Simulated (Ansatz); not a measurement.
Property card for CuPt

These are results of DFT PBEsol, scalar-relativistic, plane waves, PAW (Ansatz 0.2.0), not measurements.

Plane waves to 420 eV, a k mesh through Γ of 18×18×18 on the computed 2-atom cell and Gaussian smearing (0.10 eV); no spin polarisation.

The structure is relaxed at this level of theory with its symmetry kept. Whether it is the stable form of this composition wasn't checked.

The structure is trigonal, space group R-3m (No. 166). Conventional cell: a = 2.702 Å, b = 2.702 Å, c = 12.723 Å, α = 90.00°, β = 90.00°, γ = 120.00°. Around Cu (site symmetry -3m) lie 6 Pt at 2.63 Å and 6 Cu at 2.70 Å. Around Pt (site symmetry -3m) lie 6 Cu at 2.63 Å and 6 Pt at 2.70 Å.

| Quantity | Value |
| --- | --- |
| Volume per atom | 13.40 Å³ |
| Formation energy from the elements' standard states (uncorrected) | -0.149 eV/atom |
| Kohn–Sham band gap | none (metal) |
| Density of states at the Fermi level | 0.78 states/eV per cell |
| Löwdin character within 0.5 eV of the Fermi level | Pt 5d 62 %, Cu 3d 21 %, Cu 4s 8 %, unprojected 4 % |
| Bulk modulus | 228 GPa |
| Its pressure derivative | 5.2 |
| Bader charges (e) | Cu (1 in the cell) 0.30, Pt (1 in the cell) -0.30 |

Spin-orbit coupling is left out, which matters for the bands of heavy elements.